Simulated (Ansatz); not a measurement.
Mulliken charges of `C1[SiH2]S1` from PBE/def2-TZVPP in Ansatz (PBE0-D4/def2-TZVP geometry).

| atom | x (Å) | y (Å) | z (Å) | charge (e) |
| --- | --- | --- | --- | --- |
| C1 | -0.708 | -0.124 | -0.604 | -0.211 |
| Si2 | 0.728 | 0.213 | 0.495 | 0.273 |
| S3 | -0.558 | -1.412 | 0.732 | -0.208 |
| H4 | -0.545 | -0.522 | -1.601 | 0.119 |
| H5 | -1.607 | 0.478 | -0.519 | 0.119 |
| H6 | 0.653 | 1.329 | 1.462 | -0.046 |
| H7 | 2.097 | -0.030 | -0.009 | -0.046 |

Problem. By hand: the dipole of these point charges (1 e Å = 4.8032 D).

Solution. Σ q r = (0.082, 0.313, -0.209) e Å, of length 0.385 e Å = 1.85 D.

Problem. How does the dipole of the full density compare? (Estimate.)

Solution. The calculation gave: (0.104, 0.280, -0.157) e Å, 1.62 D; the point charges give 1.14 times that, at 7° from its direction.

Point charges leave out the atoms' own dipoles, such as those of lone pairs, and Mulliken's split depends on the basis, so the close match here is no proof of good charges.
